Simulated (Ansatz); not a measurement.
Cost and result for the atomization energy of `C=C/C(F)=C\F` (10 atoms, 9 bonds).

Z-matrix (Å, degrees):
```
C
C 1 1.331
H 1 1.082 2 120.9
H 1 1.083 2 121.5 3 180.0
C 2 1.441 1 123.8 3 -180.0
H 2 1.084 1 121.1 3 0.0
C 5 1.331 2 126.7 1 -180.0
F 5 1.342 2 116.5 1 0.0
F 7 1.334 5 120.9 2 0.0
H 7 1.082 5 124.5 2 -180.0
```

Charge 0, multiplicity 1. The structure was optimised at the PBE0-D4/def2-TZVP level. It is one conformer, not always the lowest. Program: Ansatz. All runs use 4 threads of an Intel Xeon 6975P-C on a shared host. Times are those of one run each, without the atoms' runs, and a repeat can differ threefold. Electronic energies, without spin–orbit coupling; frozen cores. CCSD(T)/CBS adds CCSD(T) − MP2 in def2-TZVPP to the MP2 limit, and its time is that of the two runs behind it. T1 = 0.012; the RHF reference is unstable towards UHF. B3LYP takes the VWN-RPA correlation (the form of Gaussian; ORCA's B3LYP/G).

CCSD(T)/CBS is a level of theory with its own doubt, some kJ/mol a heavy atom from the limit and from the frozen cores, so smaller differences don't rank the functionals.

```tsv
level	functions	wall time
LDA (SPW92)/def2-TZVPP	242	0.7 s
revPBE-D4/def2-TZVPP	242	0.95 s
BLYP-D4/def2-TZVPP	242	1 s
PBE0-D4/def2-TZVPP	242	1.4 s
BHLYP-D4/def2-TZVPP	242	1.6 s
B3LYP-D4/def2-TZVPP (with forces)	242	2.2 s
r2SCANh-D4/def2-TZVPP	242	2.3 s
B97M-V/def2-TZVPP	242	3.2 s
PBE-QIDH/def2-TZVPP	242	3.3 s
CCSD(T)/def2-SVP	104	3.9 s
MP2/def2-QZVPP	462	14 s
CCSD(T)/def2-TZVPP	242	44 s
CCSD(T)/CBS(def2)	–	57 s
```

Question: What atomization energy does each give, and how far from CCSD(T)/CBS? (An estimate is asked.)

Answer: Computed: 
```json
{"level": "LDA (SPW92)/def2-TZVPP", "atomization (kcal/mol)": "1207.9", "difference from CCSD(T)/CBS": "184.3", "per bond": "20.5"}
{"level": "revPBE-D4/def2-TZVPP", "atomization (kcal/mol)": "1036.8", "difference from CCSD(T)/CBS": "13.2", "per bond": "1.5"}
{"level": "BLYP-D4/def2-TZVPP", "atomization (kcal/mol)": "1035.0", "difference from CCSD(T)/CBS": "11.4", "per bond": "1.3"}
{"level": "PBE0-D4/def2-TZVPP", "atomization (kcal/mol)": "1038.6", "difference from CCSD(T)/CBS": "15.0", "per bond": "1.7"}
{"level": "BHLYP-D4/def2-TZVPP", "atomization (kcal/mol)": "984.9", "difference from CCSD(T)/CBS": "-38.7", "per bond": "-4.3"}
{"level": "B3LYP-D4/def2-TZVPP (with forces)", "atomization (kcal/mol)": "1027.8", "difference from CCSD(T)/CBS": "4.2", "per bond": "0.5"}
{"level": "r2SCANh-D4/def2-TZVPP", "atomization (kcal/mol)": "1024.0", "difference from CCSD(T)/CBS": "0.4", "per bond": "0.1"}
{"level": "B97M-V/def2-TZVPP", "atomization (kcal/mol)": "1030.0", "difference from CCSD(T)/CBS": "6.4", "per bond": "0.7"}
{"level": "PBE-QIDH/def2-TZVPP", "atomization (kcal/mol)": "1023.6", "difference from CCSD(T)/CBS": "0.0", "per bond": "0.0"}
{"level": "CCSD(T)/def2-SVP", "atomization (kcal/mol)": "983.1", "difference from CCSD(T)/CBS": "-40.5", "per bond": "-4.5"}
{"level": "MP2/def2-QZVPP", "atomization (kcal/mol)": "1042.1", "difference from CCSD(T)/CBS": "18.5", "per bond": "2.1"}
{"level": "CCSD(T)/def2-TZVPP", "atomization (kcal/mol)": "997.9", "difference from CCSD(T)/CBS": "-25.7", "per bond": "-2.8"}
{"level": "CCSD(T)/CBS(def2)", "atomization (kcal/mol)": "1023.6", "difference from CCSD(T)/CBS": "0.0", "per bond": "0.0"}
```

From BLYP to BHLYP (50 % exact exchange), in def2-TZVPP and without D4, the atomization energy moves by −45.2 kcal/mol: exact exchange takes away binding that semilocal exchange gives to molecules. In def2-TZVPP, CCSD(T) changes the Hartree–Fock value by +261.9 kcal/mol (the triples alone add +20.0 kcal/mol) and MP2 by +291.0 kcal/mol; breaking electron pairs costs correlation energy, which Hartree–Fock lacks. The D4 term adds +6.6 kcal/mol with B3LYP and +3.4 kcal/mol with PBE0; it sums over pairs of atoms, weighted by their polarisabilities, and B3LYP, whose exchange is more repulsive, gets the larger term.
